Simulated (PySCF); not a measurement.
**Potential energy of CCl along the bond**

Set-up: C def2-TZVPP, Cl def2-TZVPP; no relativity (PySCF 2.14). Energies in eV from C + Cl in their ground configurations at the same level. State: ²Π (doublet), unpaired electrons π ↑.

All columns are TPSSh. A positive dipole means C(−)Cl(+).

| R (Å) | E (eV) | μ (D) | Mulliken charge on C (basis-dependent) | HOMO (eV) | LUMO (eV) | Mayer bond order | ⟨S²⟩ |
| --- | --- | --- | --- | --- | --- | --- | --- |
| 1.418 | -3.186 | 2.65 | -0.25 | -4.78 | -3.13 | 1.80 | 0.76 |
| 1.484 | -3.804 | 2.36 | -0.20 | -5.04 | -3.34 | 1.72 | 0.76 |
| 1.550 | -4.151 | 2.04 | -0.16 | -5.30 | -3.55 | 1.66 | 0.76 |
| 1.599 | -4.281 | 1.79 | -0.13 | -5.50 | -3.71 | 1.61 | 0.76 |
| 1.649 | -4.329 | 1.53 | -0.10 | -5.70 | -3.86 | 1.57 | 0.76 |
| 1.698 | -4.315 | 1.26 | -0.07 | -5.90 | -4.02 | 1.53 | 0.76 |
| 1.764 | -4.223 | 0.90 | -0.02 | -6.15 | -4.23 | 1.48 | 0.76 |
| 1.847 | -4.028 | 0.45 | 0.03 | -6.45 | -4.48 | 1.42 | 0.76 |
| 1.946 | -3.720 | -0.08 | 0.08 | -6.79 | -4.77 | 1.36 | 0.76 |
| 2.078 | -3.247 | -0.74 | 0.14 | -7.18 | -5.13 | 1.29 | 0.76 |

A fit through these points gives, at Re = 1.661 Å, μ = 1.46 D and dμ/dR = -5.39 D/Å; the reduced mass is 8.934 u.

Question: How strong is the fundamental in the double-harmonic approximation, I = 42.26·(dμ/dR)²/μred km/mol?

Answer: I = 42.26·(-5.39)²/8.934 = 137 km/mol at TPSSh.

The state is the lowest determinant that a PBE0 search found; another state may lie lower at other levels.
